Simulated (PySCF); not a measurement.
H2N, SMILES [NH2] (connectivity only; charge and spin as stated), charge -1, multiplicity 1.

Geometry: r2SCAN-D4/def2-TZVPD. The multiplicity is an assumed one; other spin states were not compared. The isomer is the one that the SMILES or the coordinates give; other isomers of the formula were not compared.

All values below come from ωB97X/def2-TZVPD in PySCF.

Symmetry labels are those of the subgroup C2v that the program uses (full group C2v).

Q: List the valence orbital energies around the gap with their symmetry. (An estimate is asked for; the answer gives what the named calculation found.)

A: 
| orbital | symmetry | energy (eV) |
|---|---|---|
| HOMO−4 | A1 | -382.25 |
| HOMO−3 | A1 | -16.54 |
| HOMO−2 | B2 | -6.44 |
| HOMO−1 | A1 | -2.68 |
| HOMO | B1 | -0.59 |
| LUMO | A1 | 7.41 |
| LUMO+1 | B2 | 9.70 |
| LUMO+2 | A1 | 10.78 |
| LUMO+3 | B1 | 11.32 |
